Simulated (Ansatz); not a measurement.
Stepwise reaction of `S[SiH2]S` with ammonia, as a gas-phase model of exchange steps in deposition or etching. ΔE in kJ/mol; ΔG adds harmonic PBE0-D4 terms to CCSD(T)/CBS, at 1 bar.

Gas-phase electronic energies from Ansatz, PBE0-D4/def2-TZVP geometries. CCSD(T)/CBS is the MP2 limit (def2-TZVPP, def2-QZVPP) plus CCSD(T) − MP2 in def2-TZVPP, frozen cores. This one scheme is used for every species. DFT in def2-TZVPP. B3LYP here is the variant with VWN-RPA as its local correlation; programs differ in this. One conformer a species, not always the lowest.

```json
{"step": "1", "reaction": "`S[SiH2]S` + NH₃ → `N[SiH2]S` + H₂S", "PBE-D4": "14.5", "B3LYP-D4": "4.9", "ωB97M-V": "4.6", "CCSD(T)/CBS": "7.0", "ΔG(600 K)": "-6.7"}
```

Problem. Give the row of step 2, `N[SiH2]S` + NH₃ → `N[SiH2]N` + H₂S. (Estimate.)

Solution. The calculation gave: 
```
step                             reaction  PBE-D4  B3LYP-D4  ωB97M-V  CCSD(T)/CBS  ΔG(600 K)
   2  `N[SiH2]S` + NH₃ → `N[SiH2]N` + H₂S    11.4       1.9      1.4          2.9        2.1
```

Problem. By hand: ΔE of the 2 steps together at CCSD(T)/CBS.

Solution. (7.0) + (2.9) = 9.9 kJ/mol, or 5.0 kJ/mol a step.

In ΔE the steps differ by no more than 4.1 kJ/mol. ΔG lies between -6.7 and 2.1 kJ/mol a step. PBE-D4 differs from CCSD(T)/CBS by 7.5 to 8.5 kJ/mol a step. Isolated molecules leave out the surface, adducts and barriers. Largest T1 diagnostic: 0.011.
